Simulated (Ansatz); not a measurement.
Ansatz (an electronic-structure program) input (PBE/def2-TZVPD):

Ansatz 0.2 input:
```yaml
crystal:
  periodic: [false, false, false]
  atoms:
    - {symbol: C, position_ang: [-0.14705728, -0.01302798, 0.65292698]}
    - {symbol: F, position_ang: [0.01653730, 1.14223575, -0.25159314]}
    - {symbol: F, position_ang: [-0.01718667, -1.12927050, -0.30451251]}
    - {symbol: H, position_ang: [0.88818797, -0.03851944, 1.08738899]}
basis:
  gaussian:
    orbitals: def2-TZVPD
hamiltonian:
  xc: {name: PBE}
total_charge: -1
output: {forces: true}
```

Output:

```
Functional definition: PBE
integrals: 0.03 GiB planned
619 factors; their error is unknown
mean field: 0.30 GiB planned
mean field evaluation 1: about -6476.5510 eV, gradient 5.8e1 eV
mean field evaluation 2: about -6460.8558 eV, gradient 1.2e2 eV
mean field evaluation 4: about -6481.9415 eV, gradient 7.7e0 eV
mean field evaluation 8: about -6482.0952 eV, gradient 3.6e-2 eV
mean field evaluation 16: about -6482.0819 eV, gradient 3.5e-5 eV
mean field -6482.08191058 eV, -238.2121165009 hartree, gradient 2.3e-5 eV, S^2 0.000000; 0 other end points of the search recorded, 0 dependent functions left out
the calculation of the forces begins
reference -6482.08194836 eV, -238.2121178893 hartree; 13, 13 occupied and 113, 113 virtual orbitals, 619 factors
Total energy: -6482.08194836 eV, -238.2121178893 hartree
Atom 0 at    -0.147057    -0.013028     0.652927 Å, force    -0.210969     0.001467     0.071496 eV/Å
Atom 1 at     0.016537     1.142236    -0.251593 Å, force     0.007071     0.178450    -0.082279 eV/Å
Atom 2 at    -0.017187    -1.129271    -0.304513 Å, force     0.001830    -0.174557    -0.090503 eV/Å
Atom 3 at     0.888188    -0.038519     1.087389 Å, force     0.202068    -0.005360     0.101285 eV/Å
Dipole moment:     0.356045     0.001034    -0.271295 e Å
```

It need not be the lowest isomer of its formula. Whether it binds its extra electron was not tested at this geometry.
